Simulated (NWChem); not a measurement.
# Correlation energy of Si (-1)

```
Si
```
Charge -1, spin multiplicity 4.

The numbers come from NWChem runs, not from measurements.

Basis set: def2-TZVPD. Each correlation energy counts from its own Hartree-Fock reference.

The correlated methods keep 5 core orbitals frozen. The stability of the SCF solutions was not checked. Open-shell Hartree-Fock references start from PBE0 orbitals. Coupled-cluster values serve here as a point of comparison, not as the truth.

Question: Order these methods by the correlation energy they give, lowest first: UMP2, SCS-UMP2, CCSD on UHF, CCSD[T] on UHF, CCSD[T] on ROHF.

Answer: CCSD[T] on ROHF (-95.2 mHa), CCSD[T] on UHF (-94.3 mHa), CCSD on UHF (-90.1 mHa), UMP2 (-73.6 mHa), SCS-UMP2 (-70.4 mHa)
